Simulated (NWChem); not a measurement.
**BNH3Cl (SMILES NBCl): SCAN-D3(BJ)/6-311G(d,p)**

Aim: the vertical singlet–triplet gap of BNH3Cl at SCAN-D3(BJ)/6-311G**, from 2 runs. 

Program for the calculation: NWChem 7.3.0.

**1. Starting point**

The species is BNH3Cl (6 atoms), meant as a singlet with charge 0. SMILES: `NBCl`. Geometry: relaxed at PBE0-D4/def2-TZVP.

Bond lengths: N1–B2 1.383 Å, B2–Cl3 1.768 Å, N1–H4 1.005 Å, N1–H5 1.006 Å, B2–H6 1.191 Å. Angles: N1–B2–Cl3 119.7°, N1–B2–H6 121.5°, Cl3–B2–H6 118.8°, B2–N1–H4 122.2°, B2–N1–H5 123.2°, H4–N1–H5 114.7°.

**2. Energy and forces at SCAN-D3(BJ)/6-311G(d,p)**

File sp.nw:

```
start sp
title "BClH3N SCAN"
memory total 2200 mb

geometry units angstrom
   zmatrix
     N
     B 1 r2
     Cl 2 r3 1 a3
     H 1 r4 2 a4 3 d4
     H 1 r5 4 a5 2 d5
     H 2 r6 1 a6 4 d6
   variables
     r2 1.382693
     r3 1.767892
     a3 119.71538
     r4 1.005162
     a4 122.18092
     d4 179.98562
     r5 1.006328
     a5 114.654
     d5 -179.99702
     r6 1.190998
     a6 121.49681
     d6 -0.00695
   end
end

basis spherical bse
   * library 6-311G**
end

dft
   xc scan
   disp vdw 4
   grid xfine
   mulliken
   print medium
end

task dft gradient
```

Command:

```
$ nwchem sp.nw > sp.out
```

What it wrote:

```text
[...]
 Group name             Cs
[...]
          Wavefunction type:  closed shell.
          No. of atoms     :     6
          No. of electrons :    32
[...]
          Charge           :     0
          Spin multiplicity:     1
[...]
          AO basis - number of functions:    80
[...]
              XC Information
              --------------
                         SCAN Method XC Functional
                  SCAN metaGGA Exchange Functional  1.000
                        SCAN Correlation Potential  1.000
[...]
 d= 0,ls=0.0,diis     1   -541.6810348565 -6.27D+02  7.57D-03  7.61D-01     1.8
[...]
 d= 0,ls=0.0,diis     8   -541.7243462768  1.03D-07  8.69D-06  1.66D-06    12.2
         Total DFT energy =     -541.724346276830
      One electron energy =     -914.461784860310
           Coulomb energy =      327.735134360703
    Exchange-Corr. energy =      -40.395148974756
 Nuclear repulsion energy =       85.398174927091
    Dispersion correction =       -0.000721729558
[...]
      Total Density - Mulliken Population Analysis
     ---------------------------------------------
    Atom       Charge   Shell Charges
 -----------   ------   -------------------------------------------------------
    1 N    7     7.43   1.10  0.90  0.80  0.86  1.84  0.60  1.33  0.01
    2 B    5     4.82   1.13  0.85  0.47  0.66  1.01  0.24  0.31  0.15
    3 Cl  17    17.22   0.78  1.19  0.90  1.08  0.99  1.03  7.42 -1.51  1.08  3.02  1.23  0.02
    4 H    1     0.77   0.27  0.41  0.05  0.05
    5 H    1     0.78   0.27  0.40  0.06  0.05
    6 H    1     0.98   0.26  0.57  0.13  0.02
[...]
  wavefunction    = closed shell
[...]
                         DFT ENERGY GRADIENTS
    atom               coordinates                        gradient
                 x          y          z           x          y          z
   1 N       0.518402   3.062624   0.000000    0.000564   0.001137   0.000000
   2 B      -1.093227   1.005938   0.000000    0.004245  -0.003054   0.000000
   3 Cl      0.169195  -2.087191   0.000000   -0.001646   0.003595   0.000000
   4 H      -0.123049   4.850519   0.000000    0.000933  -0.002158   0.000000
   5 H       2.413086   2.899615   0.000000   -0.002603   0.000216   0.000000
   6 H      -3.329036   1.264060   0.000000   -0.001493   0.000263   0.000000
[...]
```

Run time: 19 s. Hardware: 1 thread of Intel Xeon Platinum 8488C (Sapphire Rapids), shared host; peak memory 0.13 GiB.

**3. The triplet, same level**

File bclh3n.nw:

```
start bclh3n
memory stack 880 mb heap 220 mb global 1100 mb

geometry units au noautosym nocenter noautoz
  N   -0.74757565  -0.01473986  -1.24343979
  B    0.69844278  -0.30027748   0.91406053
  Cl   1.00136587   2.24745128   3.05379742
  H   -0.96716183  -1.41597179  -2.50691068
  H   -1.66031337   1.59587371  -1.67845474
  H    1.75517762  -2.23346731   1.37401987
end

basis spherical bse
  * library 6-311G**
end

dft
  xc scan
  mult 3
  disp vdw 4
  grid xfine
  iterations 150
  mulliken
  print low
end

task dft gradient
```

Command:

```
$ nwchem bclh3n.nw > bclh3n.out
```

What it wrote:

```text
[...]
 d= 0,ls=0.0,diis     1   -541.4499139973 -6.27D+02  5.27D-03  2.06D-01     5.3
[...]
 d= 0,ls=0.5,diis    23   -541.5020241842 -9.60D-07  9.43D-07  4.45D-06    95.3
[...]
         Total DFT energy =     -541.502025000033
      One electron energy =     -913.760151142993
           Coulomb energy =      327.243948814095
    Exchange-Corr. energy =      -40.383254517521
 Nuclear repulsion energy =       85.398153575896
    Dispersion correction =       -0.000721729509
[...]
      Total Density - Mulliken Population Analysis
     ---------------------------------------------
    Atom       Charge   Shell Charges
 -----------   ------   -------------------------------------------------------
    1 N    7     7.11   1.10  0.90  0.79  0.90  1.78  0.59  1.04  0.02
    2 B    5     5.32   1.13  0.86  0.53  0.59  1.16  0.27  0.66  0.12
    3 Cl  17    17.09   0.78  1.19  0.90  1.08  1.00  1.02  7.41 -1.51  1.07  2.96  1.16  0.03
    4 H    1     0.75   0.27  0.40  0.03  0.04
    5 H    1     0.76   0.27  0.40  0.05  0.04
    6 H    1     0.98   0.26  0.54  0.16  0.02
[...]
      <S2> =      2.0099 (Exact =     2.0000)
                         DFT ENERGY GRADIENTS
    atom               coordinates                        gradient
                 x          y          z           x          y          z
   1 N      -0.747576  -0.014740  -1.243440    0.066621  -0.023788   0.092540
   2 B       0.698443  -0.300277   0.914061   -0.079377   0.047115  -0.098083
   3 Cl      1.001366   2.247451   3.053797    0.004156  -0.019435  -0.005832
   4 H      -0.967162  -1.415972  -2.506911    0.001134   0.004668   0.004882
   5 H      -1.660313   1.595874  -1.678455    0.005000  -0.006278   0.003997
   6 H       1.755178  -2.233467   1.374020    0.002466  -0.002281   0.002496
 Task  times  cpu:      112.4s     wall:      112.4s
 Total times  cpu:      112.4s     wall:      112.4s
```

Wall time 1.9 min (1 thread of Intel Xeon Platinum 8488C (Sapphire Rapids), shared host); peak memory 0.14 GiB.

**4. Summary of results**

Level: SCAN-D3(BJ)/6-311G**.

| quantity | value |
| --- | --- |
| singlet: total energy | -541.72435 Eh |
| singlet: dipole moment | 3.03 D |
| singlet: HOMO energy | -7.38 eV |
| singlet: LUMO energy | -0.42 eV |
| singlet: HOMO–LUMO gap | 6.97 eV |
| singlet: dispersion energy | -1.89 kJ/mol |
| singlet: largest force on an atom | 0.269 eV/Å |
| triplet: total energy | -541.50203 Eh |
| triplet: dispersion energy | -1.89 kJ/mol |
| triplet: ⟨S²⟩ | 2.010 |
| triplet: largest force on an atom | 6.926 eV/Å |
| vertical energy of the triplet above the singlet | 6.050 eV |

In words: At this shape the triplet lies 6.05 eV (140 kcal/mol) above the singlet. The largest force (singlet) is 0.27 eV/Å: the shape isn't a stationary point for this species at this level. Mulliken charges (singlet) run from -0.43 on N1 to +0.23 on H4.
